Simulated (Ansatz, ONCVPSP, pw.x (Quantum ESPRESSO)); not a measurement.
# pw.x on bcc Re: one setting changed

Potential: optimised norm-conserving Vanderbilt (ONCV), ONCVPSP 4.0.1, LDA (Perdew-Wang 92); core [Kr] 4d10 4f14, reference 5s2 5p6 5d5 6s1.5 6p0.5; waves: 5s+6s: rc 1.95 bohr, ncon 3, nbas 6, qcut 7.4 1/bohr, 2 projectors; 5p+6p: rc 1.65 bohr, ncon 4, nbas 9, qcut 7.4 1/bohr, 2 projectors; 5d: rc 1.90 bohr, ncon 3, nbas 8, qcut 6 1/bohr, 1 projector; local part: polynomial inside 1.60 bohr (lpopt 4, dvloc0 0 Ha); core correction: Teter function, fcfact 4, rcfact 1.4.

The reference run (k-mesh 15³, cutoffs 55/220 Ry, Fermi–Dirac 0.01 Ry, mixing_beta 0.4, conv_thr 1e-9, no spin) gives -2.91 GPa at 14.453 Å³/atom, where all-electron LAPW gives 0.92 GPa. This run, with its own iteration cap, changes electron_maxstep to 6, a wrong or extreme entry chosen on purpose.

```
&control
  calculation='scf', prefix='x', pseudo_dir='./', outdir='./tmp', tstress=.true., disk_io='none'
/
&system
  ibrav=0, nat=1, ntyp=1, ecutwfc=55, ecutrho=220, nbnd=15,
  occupations='smearing', smearing='fd', degauss=0.01
/
&electrons
  conv_thr=1e-09, mixing_beta=0.4, electron_maxstep=6
/
ATOMIC_SPECIES
Re 1.0 Re.UPF
CELL_PARAMETERS angstrom
  -1.53449686 1.53449686 1.53449686
  1.53449686 -1.53449686 1.53449686
  1.53449686 1.53449686 -1.53449686
ATOMIC_POSITIONS crystal
Re 0.0000 0.0000 0.0000
K_POINTS automatic
15 15 15 0 0 0
```

```bash
pw.x < Re.scf.in > Re.scf.out
```

Question: How does the run end?

Answer: It does not reach self-consistency within its iteration cap.

```
Message from routine setup:
     using ibrav=0 with symmetry is DISCOURAGED, use correct ibrav instead
     lattice parameter (alat)  =       5.0226  a.u.
     unit-cell volume          =      97.5337 (a.u.)^3
     number of electrons       =        15.00
     number of Kohn-Sham states=           15
     kinetic-energy cutoff     =      55.0000  Ry
     charge density cutoff     =     220.0000  Ry
     scf convergence threshold =      1.0E-09
     Exchange-correlation= SLA  PW   NOGX NOGC
     number of k points=   120  Fermi-Dirac smearing, width (Ry)=  0.0100
     iteration #  1     ecut=    55.00 Ry     beta= 0.40
     total energy              =    -172.41284216 Ry
     estimated scf accuracy    <       0.05773287 Ry
     iteration #  2     ecut=    55.00 Ry     beta= 0.40
     total energy              =    -172.41466879 Ry
     estimated scf accuracy    <       0.00681406 Ry
     iteration #  3     ecut=    55.00 Ry     beta= 0.40
     total energy              =    -172.41551274 Ry
     estimated scf accuracy    <       0.00040242 Ry
     iteration #  4     ecut=    55.00 Ry     beta= 0.40
     total energy              =    -172.41553430 Ry
     estimated scf accuracy    <       0.00000745 Ry
     iteration #  5     ecut=    55.00 Ry     beta= 0.40
     total energy              =    -172.41553594 Ry
     estimated scf accuracy    <       0.00000022 Ry
     iteration #  6     ecut=    55.00 Ry     beta= 0.40
     total energy              =    -172.41553595 Ry
     estimated scf accuracy    <          2.5E-09 Ry
     convergence NOT achieved after   6 iterations: stopping
     Message from routine punch:
     Nothing written, as per user request (disk_io='none')
```

The run took about 8.2 s on one core of a shared host (Intel(R) Xeon(R) Platinum 8488C, 96 threads, 744 GiB, load 25).
